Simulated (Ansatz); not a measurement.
Saddle point of BH$_{4}$ClO, closed shell (BH₂Cl ([BH2][Cl]) + H₂O → BH₃O ([BH2][OH]) + HCl; bonds formed: Cl2–H5; dative contacts that become bonds: B1–O6; bonds broken: B1–Cl2, H5–O6), PBE0-D4/def2-TZVP structure:

B1  (-0.415, -0.420, 0.319)
Cl2  (1.811, -0.372, 0.281)
H3  (-0.723, -1.326, -0.392)
H4  (-0.621, -0.407, 1.489)
H5  (0.899, 0.721, -0.154)
O6  (-0.378, 0.923, -0.301)
H7  (-0.573, 0.882, -1.243)
(Å)

Energies are electronic, without zero-point energy. Barriers and step energies count from the start structure reached by relaxing down the imaginary mode; all methods use the PBE0-D4 structures, on which another method's saddle can fall below an end. Ansatz 0.2.0; basis: def2-TZVPP, with def2-QZVPP for the basis limit; cores frozen in the correlated methods. B3LYP uses VWN-RPA correlation. Extrapolation: Hartree–Fock as exp(−7.88 √X), correlation as X^−2.97.

| method | barrier (eV) | step energy (eV) |
| --- | --- | --- |
| SPW92 | ? | 0.179 |
| PBE-D4 | 0.643 | -0.039 |
| BLYP-D4 | 0.653 | -0.247 |
| r2SCAN-D4 | 0.721 | -0.030 |
| B97M-V | 0.873 | -0.104 |
| PBE0-D4 | ? | -0.008 |
| B3LYP-D4 | 0.764 | -0.203 |
| r2SCAN0-D4 | 0.821 | -0.007 |
| BHLYP-D4 | 0.919 | -0.183 |
| CAM-B3LYP-D4 | 0.816 | -0.177 |
| wB97X-V | 0.863 | -0.081 |
| wB97M-V | ? | -0.066 |
| B2PLYP | 0.810 | -0.186 |
| PBE-QIDH | 0.867 | -0.004 |
| RPA on PBE | 0.820 | -0.174 |
| HF | 1.143 | -0.379 |
| MP2 | 0.842 | -0.061 |
| CCSD | 0.933 | -0.149 |
| CCSD(T) | 0.869 | -0.114 |

(1) Fill in the withheld barriers. (An estimate is asked for; the value comes from the calculation.)

No T1 diagnostic of these runs exceeds 0.013.

## Answers

(1) By the calculation: SPW92 0.559; wB97M-V 0.846; PBE0-D4 0.782 eV. Each is the energy of the saddle less that of the start structure, by the same method.

For comparison, the barrier by CCSD(T) at an estimated basis limit (MP2 extrapolated from triple and quadruple zeta, plus CCSD(T) − MP2 in triple zeta) is 0.870 eV.

The step is the kind of ligand exchange by which a precursor binds to a hydroxyl group, or is hydrolysed, in atomic layer deposition of oxides.

Labels in which every atom is bracketed show which atoms are joined, not bond orders.

For scale, one of the runs: CCSD(T)/def2-TZVPP, 160 basis functions, launched by `ansatz run in.yaml --threads 2 --pin off --events-out ev --progress --plain --max-ram 4352MiB`. Time: 22 s of wall clock on 2 CPU threads of an Arm Neoverse V1; the host was shared. Peak host memory: 1.2 GiB.
